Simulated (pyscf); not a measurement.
Thermochemistry of product channels of H₃C–F on the singlet surface, in kJ/mol, from ωB97M-D3(BJ)/def2-TZVP energies (ideal gas, 1 atm, RRHO with modes under 100 cm⁻¹ raised to 100, one conformer, R ln 2 for rigid chiral ones). Optimised with ωB97X-D3(BJ)/def2-SVP in PySCF.

```tsv
products	ΔE	ΔH(298 K)	ΔG(298 K)	ΔG(1200 K)
CH₂ [singlet] + HF	___	+403.0	+361.1	+223.4
:HC–F [singlet] + H₂	___	+377.4	+338.3	+206.9
```

**Question.** Some entries are withheld; supply them.

**Answer.** 
- CH₂ [singlet] + HF, ΔE: +429.3
- :HC–F [singlet] + H₂, ΔE: +412.9

These are energies of the channels, which say nothing of barriers. CH₂ [singlet] is an excited spin state, 37.3 kJ/mol over the triplet at ωB97X-D3(BJ). 2 of the closed-shell references are unstable towards spin polarisation; treat their single-reference values with care.
